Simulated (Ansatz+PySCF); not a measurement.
Two shapes of doublet CH₄N.

Shape 1:

```xyz
6

C     0.0000    0.0244   -0.3710
N     0.0000    0.5939    0.9484
H     0.0000   -0.1866    1.6142
H     0.0000    0.8089   -1.1282
H     0.8774   -0.6203   -0.5317
H    -0.8774   -0.6203   -0.5317
```

Shape 2:

```xyz
6

C     0.0000    0.0146   -0.3734
N     0.0000    0.5842    0.9459
H     0.0000   -0.1964    1.6118
H     0.0000    0.7992   -1.1306
H     0.8376   -0.6008   -0.5268
H    -0.8376   -0.6008   -0.5268
```

Basis set: cc-pVTZ (spherical functions). Correlated methods keep 2 orbitals frozen. Correlation on ROHF uses semicanonical orbitals with singles. Charge 0, multiplicity 2.

Computed with Ansatz (development build ahead of 0.2.0); each method stands on the lowest determinant of its kind that the runs found.

Task: Which shape is lower in energy, and by how much in each method?

Result:

```json
{"method": "ROHF", "E(2) − E(1) (eV)": "0.046"}
{"method": "UHF", "E(2) − E(1) (eV)": "0.048"}
{"method": "ROHF-MP2", "E(2) − E(1) (eV)": "0.068"}
{"method": "UHF-MP2", "E(2) − E(1) (eV)": "0.068"}
{"method": "ROHF-CCSD(T)", "E(2) − E(1) (eV)": "0.081"}
```

Shape 1 is lower.
